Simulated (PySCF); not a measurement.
Level of theory and adiabatic energies of losing or gaining an electron: aminomethyl anion

Structure: `[CH2-]N` ([CH4N]-).

All levels share the PBE0-D3(BJ)/ma-def2-SVP structures and the PBE0-D3(BJ)/ma-def2-SVP thermal terms; only the single-point energies (PySCF) change. Values are adiabatic energies of losing or gaining an electron (0 K, eV).

```
                             level  detachment energy to the radical  abs. error
                 PBE0-D3(BJ)/6-31G                             -1.95        1.41
                   HF/ma-def2-TZVP                             -1.94        1.39
                PBE0-D3(BJ)/6-31G*                             -1.80        1.25
              PBE0-D3(BJ)/def2-SVP                             -1.56        1.02
               PBE0-D3(BJ)/cc-pVDZ                             -1.56        1.01
               PBE0-D3(BJ)/pcseg-1                             -1.27        0.73
               PBE0-D3(BJ)/cc-pVTZ                             -1.16        0.62
            PBE0-D3(BJ)/def2-TZVPP                             -1.01        0.47
               PBE0-D3(BJ)/pcseg-2                             -0.91        0.36
            BHandHLYP/ma-def2-TZVP                             -0.89        0.35
             PBE0-D3(BJ)/def2-QZVP                             -0.85        0.30
            PBE0-D3(BJ)/def2-TZVPD                             -0.83        0.28
           PBE0-D3(BJ)/def2-QZVPPD                             -0.79        0.24
           PBE0-D3(BJ)/ma-def2-SVP                             -0.79        0.24
               PBE0-D3(BJ)/6-31+G*                             -0.79        0.24
              LC-ωPBE/ma-def2-TZVP                             -0.77        0.22
             PBE0-D3(BJ)/6-311+G**                             -0.75        0.20
          PBE0-D3(BJ)/ma-def2-TZVP                             -0.73        0.19
TPSSh-D3(BJ)/ma-def2-TZVP (grid 3)                             -0.71        0.17
       M06-L/ma-def2-TZVP (grid 3)                             -0.70        0.16
           PBE0-D3(BJ)/aug-cc-pVTZ                             -0.70        0.15
           PBE0-D3(BJ)/aug-cc-pVDZ                             -0.68        0.14
 TPSS-D3(BJ)/ma-def2-TZVP (grid 3)                             -0.65        0.11
         ωB97X-D3(BJ)/ma-def2-TZVP                             -0.60        0.05
         B3LYP-D3(BJ)/ma-def2-TZVP                             -0.56        0.02
         M06/ma-def2-TZVP (grid 3)                             -0.56        0.02
           PBE-D3(BJ)/ma-def2-TZVP                             -0.55        0.01
                        ATcT 1.112                             -0.54
```

Hartree-Fock leaves out electron correlation, so its ionisation energies and electron affinities from energy differences mostly come out too low, often by 1 eV or more, where an electron pair is broken or made.

The spread: 1.40 eV, from -1.95 to -0.55.

Known limits: the parent anion holds its electron weakly or not at all, so the values hang on the basis.
